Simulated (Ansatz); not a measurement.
Input for Ansatz (an electronic-structure program): R-CCSD(T)/aug-cc-pVTZ on difluoromethane (SMILES FCF), atoms moved off the minimum.

Ansatz 0.2 input:
```yaml
crystal:
  periodic: [false, false, false]
  atoms:
    - {symbol: F, position_ang: [-1.07206745, -0.33366726, -0.00949725]}
    - {symbol: C, position_ang: [-0.05987632, 0.50215080, 0.01351460]}
    - {symbol: F, position_ang: [1.10894932, -0.19939172, 0.03141072]}
    - {symbol: H, position_ang: [-0.02059188, 1.00250608, 0.95791944]}
    - {symbol: H, position_ang: [-0.19485353, 1.21696846, -0.85533578]}
basis:
  gaussian:
    orbitals: aug-cc-pVTZ
magnetization: {spin_polarized: false}
correlation: {method: ccsd_t, electrons: outside_noble_gas}
scf: {lower_state_search: off}
output: {forces: true}
```

Q: Predict the final total energy.

A: -238.7146 hartree (reference determinant -237.9935, T1 diagnostic 0.012).

Q: How many basis functions does it have, and what does it roughly cost on one machine?

A: 184 functions; very roughly 11 core-minutes.
